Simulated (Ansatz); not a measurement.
P$_{2}$. Total charge 0; spin multiplicity 1.

Z-matrix (Å, degrees):
```
P
P 1 1.882
```

Problem. Give the diagnostics of a CCSD(T)/def2-TZVPP run (frozen core, Ansatz). (Estimate.)

Solution. Computed: T1 = 0.0173, largest single amplitude 0.031, largest double 0.113, (T) share of the correlation energy 6.8 %, 9 CCSD cycles. The RHF solution is unstable towards an unrestricted one. T1 lies under the customary mark of 0.02 for closed shells.
